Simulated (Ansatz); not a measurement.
A nudged elastic band was laid between two geometries of CH5BF (8 atoms, charge 0, multiplicity 2).

The calculation used Ansatz, UKS PBE0/def2-SVP.

* movable images: 5
* climbing image: yes
* spring: 5.0 eV/Å²
* optimiser: quadratic models (default)
* start path: straight line
* force threshold: 0.05 eV/Å
* iteration limit: 60
* end points: relaxed

First end point:

```xyz
8
Properties=species:S:1:pos:R:3
B 0.170 0.086 0.431
H -0.371 -1.049 0.782
C 1.411 0.047 -0.522
H 1.385 -0.797 -1.227
H 1.478 0.979 -1.109
H 2.345 -0.021 0.060
H -0.988 -0.266 -0.059
F 0.045 1.021 1.393
```

Last end point:

```xyz
8
Properties=species:S:1:pos:R:3
B 0.057 -0.392 -0.093
H -0.110 -0.411 1.792
C 1.423 0.046 -0.666
H 1.555 -0.533 -1.600
H 1.432 1.111 -0.956
H 2.292 -0.159 -0.025
H -1.060 -0.203 -0.504
F -0.115 0.539 1.802
```

(1) Which bonds break or form, and what moves?

(2) What energy profile does the band end with?

(3) What is the geometry of the highest image?

Answers

(1) Bonds broken: B1–H2, B1–F8. Bonds formed: H2–F8. CH5BF becomes CH4B + FH.

(2) The run converged. The highest image is number 5 of 0 to 6, 1.83 eV above the first end and 0.03 eV above the last; the last end lies 1.80 eV above the first. Another band between the same ends (5 images) ends at a top of the same energy, where a vibrational analysis finds 1 clearly imaginary mode.

```
image  path coordinate (Å)  energy (eV)  B1–H2 (Å)  B1–F8 (Å)  H2–F8 (Å)
    0                 0.00         0.00       1.31       1.35       2.20
    1                 0.36         0.02       1.31       1.35       2.17
    2                 0.72         0.35       1.37       1.36       1.98
    3                 1.08         0.74       1.45       1.40       1.71
    4                 1.44         1.40       1.43       1.55       1.35
    5                 1.80         1.83       1.57       1.81       1.04
    6                 2.18         1.80       1.89       2.12       0.95
```

(3) 
```xyz
8
Properties=species:S:1:pos:R:3:forces:R:3
B 0.035 -0.269 0.013 0.00 0.00 -0.01
H -0.066 -0.536 1.555 0.00 0.00 0.00
C 1.414 0.066 -0.613 0.00 0.00 0.01
H 1.536 -0.558 -1.515 0.00 0.00 0.00
H 1.457 1.118 -0.949 0.00 0.00 0.00
H 2.275 -0.122 0.046 0.00 0.00 0.00
H -1.077 -0.192 -0.441 0.00 0.00 0.00
F -0.101 0.493 1.653 0.00 0.00 0.00
```

Time of the run: 34 s on 2 threads of Intel(R) Xeon(R) 6975P-C (Granite Rapids), on a shared host, peak memory 0.16 GiB.
